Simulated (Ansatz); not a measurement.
**[Br···H···N], quartet along the distance Br1-H2**

Starting geometry:

```xyz
3

Br    0.0000    0.0000   -1.4129
H     0.0000    0.0000    0.0077
N     0.0000    0.0000    1.4051
```

From there H2 is moved from one fragment to the other while all else, the fragments' distance too, stays fixed; atoms are numbered as listed. Energies are in kcal/mol, counted from the starting geometry at the same level. Kohn–Sham curves are unrestricted where that lies lower.

Basis cc-pVDZ; Ansatz 0.2.0. Only valence electrons are correlated (noble-gas cores and the filled d shells of p-block atoms frozen). R marks a restricted (for open shells ROHF) determinant. No spin–orbit coupling is included, and no scalar relativity.

Full CI isn't at hand for all of this; RCCSDTQ serves as the reference, and is uncertain by about the last step of the cluster series.

```json
{"distance Br1-H2 (Å)": "1.421", "B3LYP": "0.0"}
{"distance Br1-H2 (Å)": "1.472", "B3LYP": "-1.2"}
{"distance Br1-H2 (Å)": "1.574", "B3LYP": "-2.2"}
{"distance Br1-H2 (Å)": "1.676", "B3LYP": "-2.3"}
{"distance Br1-H2 (Å)": "1.778", "B3LYP": "0.0"}
```

Problem. Estimate the RCCSDTQ curve in cc-pVDZ from this one, knowing how B3LYP errs.

Solution. The computed RCCSDTQ values, in kcal/mol from the starting point, and the error of B3LYP against them:
```csv
distance Br1-H2 (Å),RCCSDTQ,B3LYP less RCCSDTQ
1.421,0.0,0.0
1.472,0.3,-1.5
1.574,2.1,-4.3
1.676,4.0,-6.3
1.778,6.9,-6.9
```

The error spans 6.9 kcal/mol and is largest, -6.9 kcal/mol, at 1.778 Å.

In so small a basis the reference is far from its limit while semilocal and hybrid functionals are nearer theirs, so the functionals' errors here hold much of the reference's basis and frozen-core error, which can add to them or hide them.
